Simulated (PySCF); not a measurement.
Two structures of CH7NSi, closed shell, reached by relaxing down either side of one saddle point (PBE0-D4/def2-TZVP). Energies are electronic, without zero-point energy. Program: PySCF 2.14 with density fitting (its default auxiliary sets; JK sets also for MP2 and CCSD(T)). Basis: def2-TZVPP and def2-QZVPP. Cores are frozen in the correlated methods. Extrapolation: Hartree–Fock as exp(−7.88 √X), correlation as X^−2.97. First:

```tsv
atom	x (Å)	y (Å)	z (Å)
Si1	-0.0799	-1.7996	-0.2765
H2	0.2957	-0.8509	-1.3554
H3	0.8721	-1.7309	0.8577
H4	0.0040	-3.1738	-0.8542
H5	-1.4762	-1.5853	0.1710
N6	-0.1766	1.0502	0.7222
C7	0.2155	1.9595	-0.0569
H8	-0.4598	1.4240	1.6280
H9	0.5460	1.6830	-1.0601
H10	0.2515	3.0242	0.1967
```

Second:

```
10
angstrom
Si -0.4555 -1.2961 -0.1768
H 0.2422 1.3269 -1.1378
H 0.7780 -2.0798 -0.4960
H -1.2905 -2.1086 0.7451
H -1.1603 -1.0667 -1.4673
N -0.1872 0.2220 0.5762
C 0.5006 1.3156 -0.0755
H -0.1124 0.2386 1.5806
H 1.5948 1.2562 -0.0044
H 0.1859 2.2770 0.3394
```

Task: Which bonds change from the first to the second?

Result: CH₃N ([CH2][NH]) + SiH₄ → CH₇NSi ([CH3][NH][SiH3]); bonds formed: Si1–N6, H2–C7; bonds broken: Si1–H2.

Task: Give the saddle point's structure and its height above each. (Judge from chemistry; the value comes from the calculation.)

Result: By the calculation: 47.43 kcal/mol above the first and 84.76 kcal/mol above the second (CCSD(T) at an estimated basis limit (MP2 extrapolated from triple and quadruple zeta, plus CCSD(T) − MP2 in triple zeta)).
```tsv
atom	x (Å)	y (Å)	z (Å)
Si1	-0.1818	-1.0624	-0.2042
H2	-0.2557	0.1891	-1.2392
H3	1.2975	-1.1692	-0.4501
H4	-0.4853	-2.5447	-0.3131
H5	-1.5934	-0.6350	0.1268
N6	0.2029	0.3706	1.0945
C7	0.4278	1.1395	0.0351
H8	-0.6639	0.6252	1.5584
H9	1.3874	1.0335	-0.4632
H10	-0.1356	2.0534	-0.1452
```

No T1 diagnostic of these runs exceeds 0.020.

Labels in which every atom is bracketed show which atoms are joined, not bond orders.

For scale, one of the runs: CCSD(T)/def2-TZVPP, 202 basis functions, launched by `OMP_NUM_THREADS=4 python run.py`. Hardware: 4 CPU threads of an Arm Neoverse V2, shared host. Wall time 5.1 min; peak host memory 2.3 GiB.
